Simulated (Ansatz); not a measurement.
Solid bromine: elastic constant C13 by level of theory

No measured value is used here.

Problem. Put these levels in order of the elastic constant C13 that they give for solid bromine, smallest first: LDA (Ansatz, a quantum-chemistry and plane-wave program), PBEsol (Ansatz), r²SCAN (Ansatz).

Solution. PBEsol (-0.5 GPa), r²SCAN (0.5 GPa), LDA (1.0 GPa)

Unless a cell is named, each level is at its own relaxed cell (LDA 27.50, PBEsol 30.91, r²SCAN 33.09 Å³/atom).

r²SCAN, LDA, PBEsol: the cell comes from a level without a dispersion term, which matters for the spacing of layers, chains or molecules. Each level is taken at its own relaxed cell. Cutoffs differ between the levels. Ansatz's density-functional and Hartree–Fock values are scalar-relativistic unless marked +SOC, with PAW data made under PBE.
